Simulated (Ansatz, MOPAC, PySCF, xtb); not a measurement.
Potential energy curve for H2, singlet.

Methods: GFN1-xTB (xtb); RKS-BP86/6-31G* = restricted BP86/6-31G*, spherical d in PySCF; PM3, restricted, heats of formation (MOPAC); FCI = full CI/aug-cc-pVDZ, frozen core (Ansatz, a program for electronic structure).

Energies relative to the lowest point of each curve near equilibrium, in kcal/mol; the last columns give the difference from FCI:

| R / Å | GFN1-xTB | RKS-BP86/6-31G* | PM3 | FCI | GFN1-xTB − FCI | RKS-BP86/6-31G* − FCI | PM3 − FCI |
|---|---|---|---|---|---|---|---|
| 0.60 | 21.4 | 13.0 | 4.8 | 15.2 | 6.2 | -2.2 | -10.5 |
| 0.64 | 11.1 | 6.4 | 1.6 | 7.8 | 3.3 | -1.4 | -6.2 |
| 0.68 | 4.6 | 2.4 | 0.2 | 3.2 | 1.4 | -0.8 | -3.0 |
| 0.70 | 2.5 | 1.2 | 0.0 | 1.7 | 0.8 | -0.5 | -1.7 |
| 0.73 | 0.6 | 0.2 | 0.4 | 0.4 | 0.2 | -0.2 | 0.0 |
| 0.75 | 0.0 | 0.0 | 1.0 | 0.0 | 0.0 | 0.0 | 1.0 |
| 0.78 | 0.0 | 0.3 | 2.5 | 0.1 | -0.1 | 0.2 | 2.5 |
| 0.80 | 0.5 | 0.9 | 3.8 | 0.5 | 0.0 | 0.4 | 3.3 |
| 0.82 | 1.3 | 1.7 | 5.4 | 1.2 | 0.1 | 0.5 | 4.2 |
| 0.86 | 3.6 | 3.8 | 9.0 | 3.1 | 0.5 | 0.7 | 5.9 |
| 0.93 | 9.1 | 9.0 | 17.0 | 8.1 | 0.9 | 0.9 | 8.9 |
| 1.01 | 16.1 | 16.4 | 27.9 | 15.4 | 0.7 | 1.0 | 12.5 |
| 1.13 | 27.5 | 28.8 | 45.6 | 27.6 | -0.2 | 1.1 | 18.0 |
| 1.24 | 38.3 | 40.5 | 61.8 | 39.1 | -0.8 | 1.4 | 22.7 |
| 1.32 | 46.0 | 48.9 | 73.0 | 47.1 | -1.0 | 1.8 | 25.9 |
| 1.50 | 62.9 | 66.7 | 96.1 | 63.2 | -0.4 | 3.5 | 32.9 |
| 1.66 | 76.5 | 80.9 | 115.6 | 74.9 | 1.6 | 6.0 | 40.7 |
| 1.87 | 92.3 | 97.0 | 140.0 | 86.3 | 6.1 | 10.7 | 53.7 |
| 2.00 | 100.8 | 105.5 | 153.6 | 91.3 | 9.5 | 14.2 | 62.3 |
| 2.24 | 113.8 | 118.5 | 174.6 | 97.4 | 16.4 | 21.1 | 77.2 |
| 2.61 | 128.1 | 133.1 | 199.3 | 101.8 | 26.2 | 31.2 | 97.5 |
| 2.97 | 136.6 | 142.4 | 216.6 | 103.4 | 33.2 | 39.0 | 113.2 |

GFN1-xTB is furthest from FCI at 2.97 (33.2 kcal/mol, above); its mean absolute difference over the points is 5.0 kcal/mol.

RKS-BP86/6-31G* is furthest from FCI at 2.97 (39.0 kcal/mol, above); its mean absolute difference over the points is 6.3 kcal/mol.

PM3 is furthest from FCI at 2.97 (113.2 kcal/mol, above); its mean absolute difference over the points is 27.4 kcal/mol.

The restricted form behind RKS-BP86/6-31G*, PM3 keeps the bonding electrons paired and can't separate into open-shell fragments.
